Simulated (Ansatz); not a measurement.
Born–Oppenheimer molecular dynamics of AlFH$_{6}$Si (9 atoms, charge 0, multiplicity 1). It starts at the highest image of a converged band. Of that band: A vibrational analysis at the climbing image gives 2 clearly imaginary modes (390i, 69i cm⁻¹): a point of higher order. A lower path may pass nearby, or the ends, which weren't checked, may share the extra mode.

These are results of Ansatz, RKS PBE/def2-SVP, not measurements.

```yaml
ensemble: NVE (velocity Verlet)
time_step: 0.5 fs
steps_asked: 200
starting_velocities_drawn_for: 300 K
seed: 2306
```

Frames 1 fs apart, positions in Å, forces in eV/Å.

Velocities at 25 fs (Å/ps):

```
Al -0.80 -2.29 0.57
F 0.16 3.49 2.17
H 33.56 0.23 -14.62
H -18.26 -0.30 6.53
Si -0.31 -0.37 -2.37
H 15.79 1.34 13.35
H -7.84 -9.57 13.52
H 4.41 -4.14 -10.22
H -0.52 18.22 1.56
```

```xyz
9
Properties=species:S:1:pos:R:3:forces:R:3 time_fs=25 energy_less_start_eV=0.083 T=208
Al -0.045 -0.314 -0.039 -0.07 0.25 0.20
F 0.067 0.433 1.817 -0.13 -1.03 0.29
H 1.318 0.173 -0.624 0.42 0.08 -0.33
H -1.461 0.032 -0.638 -0.26 0.03 -0.04
Si 0.149 -2.609 0.920 0.54 -0.40 0.45
H -0.420 -3.308 -0.279 -0.13 -0.15 -0.19
H 1.578 -3.101 1.079 -0.08 0.16 -0.17
H -0.501 -3.227 2.130 -0.30 0.12 0.04
H 0.077 -0.601 1.985 0.00 0.93 -0.26
9
Properties=species:S:1:pos:R:3:forces:R:3 time_fs=26 energy_less_start_eV=0.069 T=223
Al -0.045 -0.316 -0.039 0.19 0.39 -0.12
F 0.067 0.437 1.819 -0.12 -0.72 0.23
H 1.353 0.173 -0.640 -0.05 -0.06 -0.12
H -1.481 0.032 -0.631 -0.06 0.01 0.02
Si 0.149 -2.610 0.917 0.66 -0.24 0.59
H -0.405 -3.308 -0.267 -0.24 -0.29 -0.45
H 1.569 -3.110 1.092 -0.01 0.17 -0.18
H -0.498 -3.231 2.120 -0.37 0.11 0.13
H 0.077 -0.579 1.986 0.01 0.64 -0.11
9
Properties=species:S:1:pos:R:3:forces:R:3 time_fs=27 energy_less_start_eV=0.082 T=209
Al -0.046 -0.318 -0.038 0.39 0.47 -0.45
F 0.068 0.440 1.822 -0.12 -0.17 0.14
H 1.387 0.173 -0.657 -0.45 -0.16 0.05
H -1.500 0.032 -0.625 0.13 0.00 0.08
Si 0.149 -2.610 0.915 0.70 -0.12 0.67
H -0.392 -3.310 -0.259 -0.32 -0.40 -0.63
H 1.561 -3.117 1.103 0.07 0.17 -0.18
H -0.498 -3.233 2.111 -0.42 0.10 0.20
H 0.076 -0.550 1.985 0.02 0.11 0.11
9
Properties=species:S:1:pos:R:3:forces:R:3 time_fs=28 energy_less_start_eV=0.119 T=169
Al -0.047 -0.320 -0.038 0.51 0.51 -0.72
F 0.068 0.442 1.824 -0.11 0.57 0.01
H 1.417 0.172 -0.674 -0.76 -0.23 0.19
H -1.519 0.032 -0.617 0.30 -0.01 0.13
Si 0.149 -2.611 0.913 0.67 -0.07 0.66
H -0.382 -3.316 -0.257 -0.35 -0.44 -0.69
H 1.554 -3.123 1.112 0.15 0.16 -0.17
H -0.503 -3.235 2.105 -0.45 0.11 0.23
H 0.076 -0.521 1.986 0.04 -0.60 0.36
9
Properties=species:S:1:pos:R:3:forces:R:3 time_fs=29 energy_less_start_eV=0.160 T=124
Al -0.047 -0.322 -0.038 0.58 0.53 -0.90
F 0.067 0.445 1.827 -0.11 1.24 -0.13
H 1.441 0.168 -0.689 -0.97 -0.27 0.29
H -1.535 0.031 -0.609 0.43 -0.02 0.17
Si 0.149 -2.611 0.912 0.55 -0.12 0.57
H -0.376 -3.327 -0.262 -0.31 -0.40 -0.62
H 1.548 -3.127 1.120 0.22 0.15 -0.16
H -0.512 -3.235 2.100 -0.44 0.13 0.21
H 0.076 -0.498 1.990 0.05 -1.25 0.57
9
Properties=species:S:1:pos:R:3:forces:R:3 time_fs=30 energy_less_start_eV=0.175 T=108
Al -0.047 -0.323 -0.038 0.61 0.54 -0.96
F 0.067 0.449 1.829 -0.10 1.45 -0.19
H 1.454 0.162 -0.701 -1.09 -0.28 0.35
H -1.547 0.031 -0.598 0.51 -0.03 0.18
Si 0.150 -2.612 0.910 0.38 -0.25 0.43
H -0.372 -3.341 -0.272 -0.22 -0.28 -0.43
H 1.544 -3.129 1.126 0.26 0.14 -0.15
H -0.525 -3.234 2.098 -0.39 0.17 0.15
H 0.077 -0.486 1.999 0.05 -1.46 0.63
9
Properties=species:S:1:pos:R:3:forces:R:3 time_fs=31 energy_less_start_eV=0.152 T=133
Al -0.047 -0.325 -0.038 0.60 0.54 -0.92
F 0.067 0.454 1.831 -0.09 1.03 -0.15
H 1.458 0.152 -0.710 -1.12 -0.28 0.37
H -1.554 0.030 -0.587 0.54 -0.03 0.17
Si 0.151 -2.612 0.909 0.19 -0.43 0.27
H -0.371 -3.358 -0.287 -0.11 -0.11 -0.18
H 1.542 -3.130 1.131 0.27 0.12 -0.13
H -0.542 -3.232 2.096 -0.32 0.20 0.06
H 0.078 -0.488 2.014 0.04 -1.05 0.50
9
Properties=species:S:1:pos:R:3:forces:R:3 time_fs=32 energy_less_start_eV=0.116 T=172
Al -0.047 -0.326 -0.039 0.57 0.53 -0.78
F 0.067 0.459 1.833 -0.07 0.23 -0.02
H 1.450 0.141 -0.715 -1.07 -0.25 0.35
H -1.556 0.029 -0.573 0.51 -0.02 0.15
Si 0.152 -2.613 0.908 0.02 -0.63 0.13
H -0.371 -3.375 -0.303 0.00 0.07 0.08
H 1.543 -3.130 1.134 0.24 0.11 -0.11
H -0.561 -3.228 2.096 -0.23 0.23 -0.04
H 0.079 -0.499 2.034 0.02 -0.28 0.24
9
Properties=species:S:1:pos:R:3:forces:R:3 time_fs=33 energy_less_start_eV=0.091 T=200
Al -0.047 -0.327 -0.040 0.50 0.49 -0.57
F 0.067 0.464 1.836 -0.05 -0.55 0.14
H 1.433 0.127 -0.717 -0.93 -0.20 0.29
H -1.553 0.028 -0.558 0.44 -0.01 0.11
Si 0.153 -2.614 0.907 -0.11 -0.80 0.03
H -0.370 -3.392 -0.319 0.10 0.23 0.30
H 1.546 -3.129 1.137 0.19 0.11 -0.09
H -0.584 -3.221 2.095 -0.14 0.26 -0.14
H 0.081 -0.513 2.057 0.00 0.48 -0.06
9
Properties=species:S:1:pos:R:3:forces:R:3 time_fs=34 energy_less_start_eV=0.079 T=213
Al -0.046 -0.328 -0.042 0.38 0.41 -0.33
F 0.067 0.468 1.838 -0.03 -1.09 0.26
H 1.407 0.111 -0.716 -0.70 -0.12 0.19
H -1.545 0.027 -0.542 0.32 0.01 0.05
Si 0.153 -2.616 0.905 -0.21 -0.92 -0.04
H -0.369 -3.407 -0.332 0.17 0.35 0.47
H 1.551 -3.127 1.138 0.12 0.10 -0.07
H -0.607 -3.212 2.093 -0.04 0.27 -0.22
H 0.083 -0.523 2.079 -0.02 1.00 -0.31
9
Properties=species:S:1:pos:R:3:forces:R:3 time_fs=35 energy_less_start_eV=0.071 T=222
Al -0.045 -0.328 -0.043 0.21 0.26 -0.07
F 0.066 0.473 1.840 -0.01 -1.36 0.33
H 1.374 0.094 -0.714 -0.37 -0.01 0.05
H -1.535 0.026 -0.525 0.15 0.05 -0.01
Si 0.154 -2.618 0.904 -0.25 -0.98 -0.10
H -0.366 -3.419 -0.340 0.21 0.42 0.57
H 1.557 -3.124 1.139 0.04 0.10 -0.05
H -0.631 -3.200 2.088 0.04 0.26 -0.27
H 0.085 -0.524 2.097 -0.03 1.26 -0.45
9
Properties=species:S:1:pos:R:3:forces:R:3 time_fs=36 energy_less_start_eV=0.061 T=234
Al -0.044 -0.329 -0.045 -0.02 0.06 0.19
F 0.066 0.476 1.843 0.01 -1.32 0.35
H 1.337 0.076 -0.711 0.05 0.13 -0.14
H -1.524 0.025 -0.509 -0.03 0.10 -0.08
Si 0.155 -2.619 0.903 -0.26 -0.96 -0.14
H -0.361 -3.427 -0.343 0.23 0.43 0.60
H 1.564 -3.120 1.139 -0.03 0.09 -0.03
H -0.654 -3.186 2.081 0.11 0.24 -0.28
H 0.086 -0.512 2.112 -0.03 1.24 -0.46
```

Of the whole run (100 fs, mean temperature of the second half 198 K): The conserved energy stayed within 0.18 meV per atom of its start (net change 0.021 meV per atom), so the integration is sound. A run of 0.1 ps of so small a system gives no equilibrium averages. The orbitals stay closed-shell, which can raise the energy where a bond breaks towards radicals; this wasn't checked here.

The run took 7.7 min on 1 thread of Arm Neoverse V1, on a shared host, peak memory 0.14 GiB.
